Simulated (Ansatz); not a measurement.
Harmonic frequencies (cm⁻¹) at PBE0-D4/def2-TZVP from Ansatz: 270, 422, 623, 704, 901, 920, 956, 972, 1059, 1124, 1221, 1233, 1332, 1390, 1643, 3105, 3242, 3317.

**Question.** Which molecule is it?
A. `OC1=C(F)C1`
B. `FC1=COC1`
C. `OCC#CF`
D. `FC1C=CO1`

**Answer.** D.
